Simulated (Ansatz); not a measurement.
Z-matrix (Å, degrees):
```
C
C 1 1.494
H 1 1.092 2 109.8
H 1 1.087 2 109.5 3 -121.2
H 1 1.092 2 109.8 3 117.7
O 2 1.197 1 126.2 3 121.3
O 2 1.359 1 110.1 3 -58.7
C 7 1.371 2 117.9 1 -180.0
C 8 1.321 7 120.2 2 -179.8
H 8 1.082 7 114.6 2 0.2
H 9 1.081 8 119.5 7 -180.0
H 9 1.083 8 121.7 7 -0.0
```

The species carries charge 0 and has multiplicity 1.

Question: List the B3LYP/def2-TZVPP orbital energies in eV (Ansatz 0.2.0). (Estimate.)

Answer: Computed: Occupied: -522.27, -520.46, -280.69, -278.56, -277.32, -276.81, -30.80, -28.40, -21.85, -20.46, -17.44, -15.57, -13.94, -13.45, -13.34, -12.12, -11.60, -11.42, -11.34, -10.09, -9.94, -8.06, -7.15. Lowest empty: -0.66, 0.57, 0.99, 1.99, 2.41, 2.68, 2.98, 3.18.

B3LYP here is the variant with VWN-RPA as its local correlation; programs differ in this.
